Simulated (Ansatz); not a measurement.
**Counterpoise correction, worked out**

The pair of H2S (SMILES S, atoms 1–3) and N2 (SMILES N#N, atoms 4–5), both closed shells, in one local arrangement (a lower one may exist), relaxed at PBE0-D4/def2-TZVP:

S1  (0.523, -0.290, -1.788)
H2  (0.104, 0.657, -0.934)
H3  (-0.714, -0.792, -1.923)
N4  (0.164, -0.102, 2.750)
N5  (-0.078, 0.527, 1.895)
(Å)

Program: Ansatz 0.2.0. Basis: def2-TZVPPD. Cores are frozen in the correlated methods.

CCSD(T) total energies in eV:

| system | geometry | basis functions | energy |
| --- | --- | --- | --- |
| pair | pair | all | -13831.90192 |
| H2S | as in the pair | all (partner as ghosts) | -10855.53425 |
| N2 | as in the pair | all (partner as ghosts) | -2976.34796 |
| H2S | as in the pair | its own | -10855.52983 |
| N2 | as in the pair | its own | -2976.34350 |
| H2S | free (PBE0-D4 minimum) | its own | -10855.52983 |
| N2 | free (PBE0-D4 minimum) | its own | -2976.34378 |

Problem. Work out the interaction energy with and without the counterpoise correction, the superposition error, and the binding energy from the relaxed fragments.

Solution. Without correction: -13831.90192 − (-10855.52983) − (-2976.34350) = -0.02859 eV.
With correction (each fragment in the whole basis): -13831.90192 − (-10855.53425) − (-2976.34796) = -0.01971 eV = -0.45 kcal/mol.
The superposition error is the difference, 0.00888 eV, 31 % of the uncorrected value: each fragment borrows its partner's functions.
Deformation from the free shapes: 0.00000 eV for H2S and 0.00028 eV for N2.
Binding energy from relaxed fragments: -0.01971 + 0.00000 + 0.00028 = -0.01943 eV = -0.45 kcal/mol (electronic, without zero-point energy; negative means bound). For comparison, the corrected interaction energy by CCSD(T) at an estimated basis limit (MP2 extrapolated from triple and quadruple zeta, plus CCSD(T) − MP2 in triple zeta) is -0.023 eV; triple zeta with the correction binds less.

No T1 diagnostic of these runs exceeds 0.014.

For scale, one of the runs: CCSD(T)/def2-TZVPPD, 159 basis functions, launched by `ansatz run in.yaml --threads 2 --pin off --events-out ev --progress --plain --max-ram 5222MiB`. The run took 15 s on 2 CPU threads of an Arm Neoverse V1 (shared host), with 1.1 GiB of host memory at its peak.
